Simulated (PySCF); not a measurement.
Molecule: `C=CC(C)C`, C$_{5}$H$_{10}$.

Structure with atom numbers: `[CH2:1]=[CH:2][CH:3]([CH3:4])[CH3:5]`; H(Xn) means a hydrogen on atom n. Ha(C1) is cis to C3; Hb(C1) is trans to C3.

Geometry PBE0-D3(BJ)/def2-SVP throughout; GIAO in PySCF 2.14.0 with density-fitted response routines, gas phase, one conformer, non-relativistic; equivalent atoms averaged; functional PBE0.

For orientation, pcSseg-2 gives these shifts δ (against TMS at the same level): C2 161.1, C1 121.4, C3 40.6, C4/C5 25.5, H(C2) 5.94, Hb(C1) 5.11, Ha(C1) 5.28, H(C3) 2.26, H(C4)/H(C5) 0.97 ppm.

A run gave: C2 157.3, C1 127.3, C3 36.4, C4/C5 26.4, H(C2) 5.70, Hb(C1) 5.25, Ha(C1) 5.59, H(C3) 2.03, H(C4)/H(C5) 1.18 ppm (shifts δ (against TMS at the same level)).

Question: Which basis set was used in that run?
A. aug-cc-pVDZ
B. IGLO-III
C. STO-3G
D. pcSseg-0

Answer: D. C1 tells them apart best: pcSseg-0 gives 127.3, IGLO-III gives 120.2, aug-cc-pVDZ gives 111.8, STO-3G gives 104.2 ppm.
